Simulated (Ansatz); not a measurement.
C3H6N2 (`N=CCC=N`). Total charge 0; spin multiplicity 1. The structure was optimised at the PBE0-D4/def2-TZVP level. It is one conformer, not always the lowest.

```xyz
11

N     1.610   -0.547   -1.446
C     1.012   -0.622   -0.337
C     0.379    0.580    0.295
C    -1.115    0.463    0.256
N    -1.789    0.274    1.307
H     1.967   -1.458   -1.731
H     0.896   -1.559    0.225
H     0.686    0.661    1.341
H     0.700    1.465   -0.261
H    -1.562    0.534   -0.744
H    -2.784    0.208    1.095
```

What is the dipole moment at r2SCAN/def2-TZVPP? (An estimate is asked.)

Computed: 1.22 D, with components (-0.61, -0.95, -0.48) D in this frame, pointing from negative to positive charge.

And with PBE, B3LYP, ωB97M-V? (Best estimate.)

Ansatz gave: PBE 1.21 D, B3LYP 1.26 D, ωB97M-V 1.29 D.

Give the Mulliken charges with r2SCAN, ωB97M-V, B3LYP in def2-TZVPP. (Estimate.)

The calculation gave: 
```csv
atom,r2SCAN,ωB97M-V,B3LYP
N1,-0.31,-0.23,-0.24
C2,-0.04,-0.10,-0.12
C3,0.15,0.00,0.08
C4,-0.04,-0.10,-0.12
N5,-0.31,-0.23,-0.24
H6,0.16,0.13,0.15
H7,0.06,0.10,0.09
H8,0.05,0.09,0.08
H9,0.05,0.09,0.08
H10,0.06,0.10,0.09
H11,0.16,0.13,0.15
```

B3LYP here is the variant with VWN-RPA as its local correlation; programs differ in this.
